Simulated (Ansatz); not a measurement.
# C₂H₅B (SMILES B1CC1): single points off equilibrium

How do the functionals fare away from a minimum? The structure is a structure displaced at random from a GFN2-xTB minimum.

Method: single points in def2-TZVPP; program: Ansatz 0.2.0, Gaussian basis.

Correlated methods freeze the cores.

### 1 The system as given

SMILES `B1CC1`, 8 atoms, charge 0, spin multiplicity 1.

Atoms are counted from 1 here; the program's logs count them from 0.

Bond lengths: B1–C2 1.624 Å, B1–C3 1.420 Å, B1–H4 0.982 Å, C2–C3 1.285 Å, C2–H5 1.155 Å, C2–H6 1.091 Å, C3–H7 1.230 Å, C3–H8 1.209 Å. Angles: C2–B1–C3 49.4°, C2–B1–H4 137.2°, C3–B1–H4 173.3°, B1–C2–C3 57.0°, B1–C2–H5 123.0°, B1–C2–H6 129.3°, C3–C2–H5 133.5°, C3–C2–H6 121.5°, H5–C2–H6 94.2°, B1–C3–C2 73.6°, B1–C3–H7 136.3°, B1–C3–H8 107.2°, C2–C3–H7 131.4°, C2–C3–H8 115.6°, H7–C3–H8 93.2°.

Geometry (Å):

```xyz
8

B    -0.9048   -0.1081   -0.4389
C     0.2643    0.7315    0.3123
C     0.3169   -0.5414    0.1415
H    -1.7765    0.0811   -0.8502
H     0.8122    1.6233   -0.1772
H     0.2663    1.1733    1.3095
H     0.6717   -1.4491    0.8922
H     1.0287   -0.9181   -0.7608
```

### 2 CCSD(T)/def2-TZVPP

run/in.yaml

```yaml
crystal:
  periodic: [false, false, false]
  atoms:
    - {symbol: B, position_ang: [-0.904800, -0.108100, -0.438900]}
    - {symbol: C, position_ang: [0.264300, 0.731500, 0.312300]}
    - {symbol: C, position_ang: [0.316900, -0.541400, 0.141500]}
    - {symbol: H, position_ang: [-1.776500, 0.081100, -0.850200]}
    - {symbol: H, position_ang: [0.812200, 1.623300, -0.177200]}
    - {symbol: H, position_ang: [0.266300, 1.173300, 1.309500]}
    - {symbol: H, position_ang: [0.671700, -1.449100, 0.892200]}
    - {symbol: H, position_ang: [1.028700, -0.918100, -0.760800]}
basis:
  gaussian: {orbitals: def2-TZVPP}
correlation: {method: ccsd_t}
output: {forces: true}
```

The command line of these runs was not kept.

### 3 PBE0-D4/def2-TZVPP

Changes to run/in.yaml since step 2:

```diff
@@ -13,3 +13,3 @@
   gaussian: {orbitals: def2-TZVPP}
-correlation: {method: ccsd_t}
-output: {forces: true}
+hamiltonian: {xc: pbe0, dispersion: d4}
+output: {forces: true, orbitals: {seedname: orbitals}}
```

### 4 wB97M-V/def2-TZVPP

Changes to run/in.yaml since step 3:

```diff
@@ -13,3 +13,3 @@
   gaussian: {orbitals: def2-TZVPP}
-hamiltonian: {xc: pbe0, dispersion: d4}
-output: {forces: true, orbitals: {seedname: orbitals}}
+hamiltonian: {xc: {name: wB97M-V}}
+output: {forces: true}
```

### 5 r2SCAN-D4/def2-TZVPP

Changes to run/in.yaml since step 4:

```diff
@@ -13,3 +13,3 @@
   gaussian: {orbitals: def2-TZVPP}
-hamiltonian: {xc: {name: wB97M-V}}
+hamiltonian: {xc: r2scan, dispersion: d4}
 output: {forces: true}
```

### 6 PBE-D4/def2-TZVPP

Changes to run/in.yaml since step 5:

```diff
@@ -13,3 +13,3 @@
   gaussian: {orbitals: def2-TZVPP}
-hamiltonian: {xc: r2scan, dispersion: d4}
+hamiltonian: {xc: pbe, dispersion: d4}
 output: {forces: true}
```

### 7 r2SCANh-D4/def2-TZVPP

Changes to run/in.yaml since step 6:

```diff
@@ -13,3 +13,3 @@
   gaussian: {orbitals: def2-TZVPP}
-hamiltonian: {xc: pbe, dispersion: d4}
+hamiltonian: {xc: {name: r2SCANh}, dispersion: d4}
 output: {forces: true}
```

### 8 CAM-B3LYP-D4/def2-TZVPP

Changes to run/in.yaml since step 7:

```diff
@@ -13,3 +13,3 @@
   gaussian: {orbitals: def2-TZVPP}
-hamiltonian: {xc: {name: r2SCANh}, dispersion: d4}
+hamiltonian: {xc: {name: CAM-B3LYP}, dispersion: d4}
 output: {forces: true}
```

(Steps that only read results are left out.)

**Question.** What will these runs give? Wanted: energy less free atoms, CCSD(T)/def2-TZVPP; RMS force component; RMS force error; HOMO and LUMO, PBE0-D4; T1 diagnostic.

As calculated:

```
                                  quantity                                                                                                   value
energy less free atoms, CCSD(T)/def2-TZVPP                                                                                          -2656.3 kJ/mol
                       RMS force component                                                                    4.563 to 4.850 eV/Å over the methods
                           RMS force error  PBE0-D4 0.283, wB97M-V 0.178, r2SCAN-D4 0.321, PBE-D4 0.392, r2SCANh-D4 0.295, CAM-B3LYP-D4 0.271 eV/Å
                    HOMO and LUMO, PBE0-D4                                                                                      -6.32 and -1.34 eV
                             T1 diagnostic                                                                                                   0.011
```

What this shows: Against CCSD(T) the functionals' energies less atoms differ by -173.1 to -110.0 kJ/mol, PBE-D4 by -173.1 kJ/mol. A larger basis would deepen the CCSD(T) value, while the functionals are nearly converged already, so the order here is not reliable. For forces wB97M-V does best and PBE-D4 worst. Frozen-core CCSD(T) forces in triple zeta carry basis errors of their own, and this is one geometry, so small gaps rank nothing.
